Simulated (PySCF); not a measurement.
# Absolute configuration from chiroptical data

Computed with TDDFT CAM-B3LYP/def2-TZVPD circular dichroism and optical rotation, one conformer, IEF-PCM methanol (non-equilibrium linear response, no local-field factor) (PySCF 2.14.0). Geometry: PBE0-D3(BJ)/def2-TZVP.

States above about 8.0 eV (minus the energy of the highest occupied orbital) lie near or above the ionisation threshold and depend on the basis.

Values for one enantiomer of C4H8S, R in 10⁻⁴⁰ esu² cm² (velocity form):
```csv
λ (nm),f,R
255,2e-05,+2.3
206,0.046,+4.4
188,0.035,+17.9
186,0.066,-7.1
175,0.002,-5.4
172,0.066,-27.0
168,0.078,+30.0
160,0.038,-40.3
157,0.027,-40.2
156,0.054,+14.2
155,0.066,-50.2
153,0.103,+77.0
```

[α] at 589.3 nm: -124 deg dm⁻¹ (g/mL)⁻¹ (origin-invariant length gauge).

(1) Which structure gives these signs?
A. C[C@H]1S[C@@H]1C
B. C[C@@H]1S[C@H]1C

Results:

(1) B. Its CIP labels in SMILES order are S, S; the other enantiomer gives every sign reversed.

Geometry of C[C@@H]1S[C@H]1C as run:
```xyz
13

C     1.544    1.130   -0.033
C     0.749   -0.141    0.013
S     0.361   -0.982   -1.546
C    -0.690   -0.151   -0.323
C    -1.662   -0.973    0.469
H     1.419    1.688    0.901
H     1.216    1.758   -0.863
H     2.608    0.924   -0.163
H     1.038   -0.838    0.797
H    -1.079    0.796   -0.690
H    -1.211   -1.922    0.763
H    -2.560   -1.190   -0.113
H    -1.966   -0.434    1.372
```
